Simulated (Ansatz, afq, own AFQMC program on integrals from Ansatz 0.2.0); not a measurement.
**AlF, quintet: AFQMC among the cluster methods**

```csv
atom,x (Å),y (Å),z (Å)
Al,0.0000,0.0000,0.0000
F,0.0000,0.0000,1.7190
```

Basis aug-cc-pVDZ. Only valence electrons are correlated. Integrals, coupled cluster, full CI and functionals: Ansatz 0.2.0; the random walks run on the same integrals in our own AFQMC program. ph-AFQMC/CISD is guided by a CISD state made of CCSD amplitudes; releasing the constraint for a short imaginary time cuts its bias at the price of noise, slowly where states lie close. ± is one standard error of the sampling.

Determinant: UHF, the one that the program's search chose, which needn't be the lowest solution. The geometry is a PBE0/def2-TZVPD stationary point of this or a neighbouring charge and spin state.

No full CI on the walks' own integrals is used here; CCSDT(Q) serves as the reference and is uncertain by about the last step of the cluster series.

Cautions: lower spins were not checked.

The T1 diagnostic is 0.0090 and the weight of the determinant in the CISD state is 0.946. The ⟨S²⟩ of the determinant is 6.004 and the size of the correlated space is 10 electrons in 44 orbitals.

Reference: CCSDT(Q), correlation energy -5.054 eV. The released energy is read at 1.62 1/Eh, later times being too noisy (meV from the phaseless value at times in 1/Eh: -8 ± 6 at 0.24, -8 ± 6 at 0.51, -10 ± 7 at 0.99, -8 ± 8 at 1.62, -9 ± 10 at 2.40).

```tsv
level	E − E(reference) (mEh)	share of correlation (%)
HF	185.74	0.00
MP2	20.70	88.86
CCSD	3.26	98.25
CCSD(T)	0.42	99.77
CCSDT	0.06	99.97
ph-AFQMC/CISD	0.48 ± 0.16	99.74
released AFQMC	0.20 ± 0.28	99.89
```

A walk keeps the symmetry of its determinant, which the program's search chose and which needn't be the lowest solution, so a lower state of the same spin and another symmetry isn't excluded. Released energies are given only where the last usable release times agree within the noise; a slower fall can still hide under it.
